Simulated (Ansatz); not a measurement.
Results of PBE-D4 in Ansatz (PAW) for 1T (CdI2-type) PtSe2.

Numerical settings: plane-wave cutoff 520 eV, 12×12×8 k mesh (along the axes of the cell as run), Fermi–Dirac smearing 0.01 eV, scalar-relativistic PAW data made under PBE.

Computed points:

```csv
V (Å³/atom),E − E_lowest (meV/atom),P (GPa)
19.017,6.95,3.03
19.413,1.60,1.35
19.809,0.00,0.00
20.205,1.36,-1.06
20.602,4.93,-1.79
```

Problem. Estimate the bulk modulus from the pressures at 19.413 and 20.205 Å³/atom, and compare it with a fit to all energies.

Solution. B = −V dP/dV. Between V = 19.413 and 20.205 Å³/atom, dP/dV = (-1.06 − (1.35))/(20.205 − 19.413) = -3.04 GPa per Å³/atom; at the midpoint 19.809 Å³/atom this gives B ≈ 60.3 GPa. The third-order Birch–Murnaghan fit gives V0 = 19.808 Å³/atom, B0 = 59.1 GPa, B′ = 12.0, which lies 2 % below that estimate.

Shape and atoms are relaxed at each volume.

Note: the bulk modulus comes from volumes at which shape and atoms were relaxed.

Spin–orbit coupling is not included; it can open a gap where bands touch, and shift volumes and moduli.

Ansatz is a quantum-chemistry and plane-wave program.
